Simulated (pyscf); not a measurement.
PySCF, gas phase, ωB97X-D3(BJ)/def2-SVP geometries.

Problem. Estimate by transition-state theory the rate constant of `[SiH3][Si]([SiH3])([SiH3])[Cl]` + `[CH3]` [doublet] → `[SiH2][Si]([SiH3])([SiH3])[Cl]` [doublet] + `[CH4]` (doublet surface; H–Si broken, C–H formed) at 600 K, with ωB97M-D3(BJ)/def2-TZVP energies (ideal gas, 1 atm, RRHO with modes under 100 cm⁻¹ raised to 100, one conformer, R ln 2 for chiral ones without a mode under 150 cm⁻¹; no tunnelling).

Solution. The electronic barrier is 6.1 kcal/mol and the thermal terms add +18.3, so ΔG‡ = 24.4 kcal/mol. With k_BT/h = 1.25e+13 s⁻¹ and RT = 1.192 kcal/mol, and a volume of 8.18e-20 cm³ per molecule at 1 atm, k = 1.3e-15 cm³ molecule⁻¹ s⁻¹. Wigner's tunnelling factor for 918i cm⁻¹ would be 1.20. A shift of 1 kcal/mol in the barrier changes k by a factor 2.3. •H₂Si–Si(SiH₃)(SiH₃)–Cl lies 6.3 kcal/mol over its isomer H₃Si–Si•(SiH₃)–SiH₂–Cl (electronic energy, ωB97M-D3(BJ)/def2-TZVP). One saddle was located; it need not be the lowest between these sides. The angle at the transferred H is 164°.
